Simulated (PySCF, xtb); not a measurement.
**Relative energy of two isomers of BClH2Si**

Structure a is `[SiH]BCl`, a triplet and structure b is `B[Si]Cl`, a triplet. Both are isolated molecules in the gas phase, relaxed with PBE0-D3(BJ)/def2-SVP; the shapes shown needn't be the lowest conformers.

a (Å):

```yaml
atoms:
  - { symbol: B, position_ang: [-1.0802, -0.6451, -2.1114] }
  - { symbol: Cl, position_ang: [-0.5672, -2.0616, -2.9985] }
  - { symbol: Si, position_ang: [-2.3744, -0.7119, -0.6418] }
  - { symbol: H, position_ang: [-2.7701, 0.5465, 0.0776] }
  - { symbol: H, position_ang: [-0.6172, 0.4298, -2.4154] }
```

b (Å):

```json
{"atom": "B", "x (Å)": "-1.7325", "y (Å)": "0.2109", "z (Å)": "-1.2632"}
{"atom": "Cl", "x (Å)": "-0.5946", "y (Å)": "-2.5473", "z (Å)": "-3.0501"}
{"atom": "Si", "x (Å)": "-1.6078", "y (Å)": "-1.7176", "z (Å)": "-1.4487"}
{"atom": "H", "x (Å)": "-2.3321", "y (Å)": "0.6499", "z (Å)": "-0.3154"}
{"atom": "H", "x (Å)": "-1.1971", "y (Å)": "0.8765", "z (Å)": "-2.1160"}
```

Quicker runs give these differences E(b) − E(a): GFN2-xTB −12.5 kcal/mol; HF/STO-3G −11.8 kcal/mol (at GFN2-xTB geometries); r2SCAN-D4/def2-SVP −3.5 kcal/mol (at GFN2-xTB geometries).

Question: Estimate E(b) − E(a) at the level CCSD(T)/def2-TZVP.

Answer: Calculated at CCSD(T)/def2-TZVP: E(b) − E(a) = −4.6 kcal/mol, so structure b lies lower.

Level by level:

```json
{"level": "GFN2-xTB", "geometry": "GFN2-xTB", "E(b) − E(a) (kcal/mol)": "−12.5", "departure from the last row (kcal/mol)": "−7.9", "job, with rough time for the two": "optimisation, 0.15 s"}
{"level": "HF/STO-3G", "geometry": "GFN2-xTB", "E(b) − E(a) (kcal/mol)": "−11.8", "departure from the last row (kcal/mol)": "−7.1", "job, with rough time for the two": "single point, 2.5 s"}
{"level": "r2SCAN-D4/def2-SVP", "geometry": "GFN2-xTB", "E(b) − E(a) (kcal/mol)": "−3.5", "departure from the last row (kcal/mol)": "+1.1", "job, with rough time for the two": "single point, 3.1 min"}
{"level": "PBE0-D3(BJ)/def2-SVP", "geometry": "PBE0-D3(BJ)/def2-SVP", "E(b) − E(a) (kcal/mol)": "−1.9", "departure from the last row (kcal/mol)": "+2.7", "job, with rough time for the two": "optimisation, 2.2 min"}
{"level": "HF/def2-TZVP", "geometry": "PBE0-D3(BJ)/def2-SVP", "E(b) − E(a) (kcal/mol)": "−3.3", "departure from the last row (kcal/mol)": "+1.4", "job, with rough time for the two": "part of the CCSD(T) run"}
{"level": "MP2/def2-TZVP", "geometry": "PBE0-D3(BJ)/def2-SVP", "E(b) − E(a) (kcal/mol)": "−4.1", "departure from the last row (kcal/mol)": "+0.5", "job, with rough time for the two": "part of the CCSD(T) run"}
{"level": "CCSD(T)/def2-TZVP", "geometry": "PBE0-D3(BJ)/def2-SVP", "E(b) − E(a) (kcal/mol)": "−4.6", "departure from the last row (kcal/mol)": "", "job, with rough time for the two": "single point, 10 min"}
```

As drawn, b has 1 Cl–Si, 1 B–H in place of 1 B–Cl, 1 Si–H.

The levels shown agree on the order. The largest departure from CCSD(T)/def2-TZVP is that of GFN2-xTB, 7.9 kcal/mol. No reliable frequencies are at hand for a or b, so they aren't confirmed as minima. The triplet state of a needn't be its ground state. The triplet state of b needn't be its ground state.

Open shells are spin-unrestricted. The correlated steps freeze 11 core orbitals. Codes used: PySCF 2.14.0, xtb 6.7.1; the last row on 2 threads of Arm Neoverse N1 on a shared host.
